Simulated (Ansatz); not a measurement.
Basis-set extrapolation for HNO$_{2}$, SMILES `O=NO` (PBE0-D4/def2-TZVP geometry, frozen core, Ansatz 0.2.0). Multiplicity 1, RHF reference.

```csv
,cc-pV(T+d)Z,cc-pV(Q+d)Z
HF,-204.724096,-204.740386
MP2 correlation,-0.678151,-0.729135
CCSD(T) correlation,-0.708704,-0.756860
```

Energies in hartree. Use E(X) = E(∞) + A·exp(−5.46·√X) for Hartree–Fock and E(X) = E(∞) + B·X^(−3.05) for correlation, with X = 3 and 4.

Problem. What is the CCSD(T) energy at the basis-set limit?

Solution. HF limit: -204.740386 + (-0.016290) × 0.30130 = -204.74529. Correlation limit: -0.756860 + (-0.048156) × 0.71189 = -0.79114. Total: -205.53643 hartree, 272.1 kJ/mol below CCSD(T)/cc-pV(T+d)Z.
